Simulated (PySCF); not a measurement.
System: rock-salt MgO. Method: MP2 in PySCF (GTH pseudopotentials, Gaussian basis).

The cell has the measured lattice parameters. Conventional cell: a = 4.2070 Å, b = 4.2070 Å, c = 4.2070 Å, α = 90.00°, β = 90.00°, γ = 90.00°.

The correlation energy at a fixed k mesh 2×2×2:

```tsv
basis	value (eV/atom)
DZ	-2.7999
TZ	-3.7177
QZ	-4.0726
```

Q: Taking the value to converge with the cardinal number X as X^(−3), extrapolate from the last two rows.

A: With y = y∞ + c/w and weights w = 27 and 64 for the last two rows, y∞ = (w2 y2 − w1 y1)/(w2 − w1) = (64 × -4.0726 − 27 × -3.7177)/37 = -4.3316 eV/atom, which lies 0.2590 beyond the last row. Successive pairs of rows give -4.1041, -4.3316. The limit also hangs on the law assumed, so its last digits aren't firm.

The other settings are not extrapolated, so this is the limit in one setting alone.
